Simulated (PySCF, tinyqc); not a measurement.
Inside a calculation. Method: CID on RHF in the sto-3g basis, frozen core, for LiH, spin multiplicity 1. The lowest restricted solution is unstable here: a spin-polarised one lies 0.0915 hartree lower (PySCF). One step of it, computed by the program tinyqc.

Problem. Orthogonalisation. S = U s U^T; symmetric (Loewdin) form X = U s^(-1/2) U^T, so that X^T S X = 1.

overlap S, lower triangle:
```
           1Li 1s    1Li 2s   1Li 2px   1Li 2py   1Li 2pz     2H 1s
1Li 1s   1.000000
1Li 2s   0.241137  1.000000
1Li 2px  0.000000  0.000000  1.000000
1Li 2py  0.000000  0.000000  0.000000  1.000000
1Li 2pz  0.000000  0.000000  0.000000  0.000000  1.000000
2H 1s    0.001230  0.106608  0.000000  0.000000  0.167781  1.000000
```

Give: eigenvalues of S; X.

Solution.

eigenvalues of S: 0.7246  0.8528  1.0000  1.0000  1.1460  1.2766

X, lower triangle:
```
          1Li 1s   1Li 2s  1Li 2px  1Li 2py  1Li 2pz   2H 1s
1Li 1s    1.0230
1Li 2s   -0.1261   1.0275
1Li 2px   0.0000   0.0000   1.0000
1Li 2py   0.0000   0.0000   0.0000   1.0000
1Li 2pz  -0.0014   0.0072   0.0000   0.0000   1.0109
2H 1s     0.0097  -0.0567   0.0000   0.0000  -0.0861  1.0154
```
